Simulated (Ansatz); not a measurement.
This script drives Ansatz's Python interface.

The script, `ch4bf.py`:
```python
"""Vertical and adiabatic ionisation of CH4BF."""

import itertools

import ansatz as az
from ase.data import atomic_numbers, covalent_radii
import numpy as np

SETTINGS = {
    "basis_set": "def2-SVP",
    "functional": "CAM-B3LYP",
    "net_charge": 1,
}

system = (
    az.Crystal.molecule()
    .atom("B", (-0.6929, 0.0886, -0.5111))
    .atom("C", (0.5512, -0.0544, 0.3719))
    .atom("F", (0.5694, -1.3407, 0.8503))
    .atom("H", (-1.4177, -0.7546, -0.6857))
    .atom("H", (-0.9576, 1.1683, -1.0525))
    .atom("H", (0.5236, 0.6802, 1.2183))
    .atom("H", (1.4853, 0.1447, -0.237))
)

setup = (
    system.calculation()
    .basis(gaussian=SETTINGS["basis_set"])  # atom-centred Gaussian functions
    .functional(SETTINGS["functional"])
)
symbols = [site.symbol for site in system.cartesian_sites]
start = np.array([site.position_ang for site in system.cartesian_sites], dtype=float)
rep = setup.relax(force_tolerance=0.01, max_steps=100).run(threads=1, pin="off").report
end = np.array(rep["positions_ang"])

minimum = az.Crystal.molecule()
for symbol, place in zip(symbols, end):
    minimum = minimum.atom(symbol, place.tolist())
ion = (
    minimum.calculation()
    .basis(gaussian=SETTINGS["basis_set"])
    .functional(SETTINGS["functional"])
    .charge(SETTINGS["net_charge"])
    .spin("collinear", total=1)
)
vertical = ion.run(threads=1, pin="off").report
settled = ion.relax(force_tolerance=0.01, max_steps=80).run(threads=1, pin="off").report
print(f"vertical ionisation energy   {vertical['free_energy_ev'] - rep['free_energy_ev']:.3f} eV")
print(f"adiabatic, no zero point     {settled['free_energy_ev'] - rep['free_energy_ev']:.3f} eV")
print(f"relaxation energy of the ion {vertical['free_energy_ev'] - settled['free_energy_ev']:.3f} eV")
ionised = np.array(settled["positions_ang"])
# pairs closer than 1.2 times the sum of covalent radii, before or after
radius = [covalent_radii[atomic_numbers[s]] for s in symbols]
span = lambda where, i, j: np.linalg.norm(where[i] - where[j])
bonded = [(i, j) for i, j in itertools.combinations(range(len(symbols)), 2) if min(span(end, i, j), span(ionised, i, j)) < 1.2 * (radius[i] + radius[j])]
print("pair        before    after (A)")
for i, j in bonded:
    print(f"{symbols[i]}{i}-{symbols[j]}{j}".ljust(10), f"{span(end, i, j):8.4f} {span(ionised, i, j):8.4f}")
```

It is started by `python ch4bf.py`. How long does it take on 1 thread of Arm Neoverse V1 (shared host), and how much memory does it need?

It took about 49 s, with a peak of 0.23 GiB, for 3 runs of the engine.

```console
$ python ch4bf.py
vertical ionisation energy   11.746 eV
adiabatic, no zero point     10.864 eV
relaxation energy of the ion 0.882 eV
pair        before    after (A)
B0-C1        1.5505   1.7710
B0-H3        1.2035   1.1983
B0-H4        1.2062   1.1916
C1-F2        1.3771   1.2854
C1-H5        1.1100   1.1134
C1-H6        1.1100   1.1135
```

The energies are electronic: no zero-point or thermal terms, and the basis set is short of its limit. The product may relax into another structure. The relaxation finds the nearest minimum, so the adiabatic value is an upper bound.
